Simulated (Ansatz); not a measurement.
Q: Name a neutral molecule of C, F, N and H with HOMO–LUMO gap (PBE0/def2-TZVPP) between 7.05 and 7.35 eV and LUMO energy (ωB97M-V/def2-TZVPP) between 2.25 and 2.55 eV (Ansatz, PBE0-D4/def2-TZVP geometry).

A: `NC=C(F)F` (7.09 eV, 2.36 eV); `C=C(F)NC` (7.09 eV, 2.41 eV). Other molecules can fit too; these were computed, each in one conformer that needn't be the lowest.
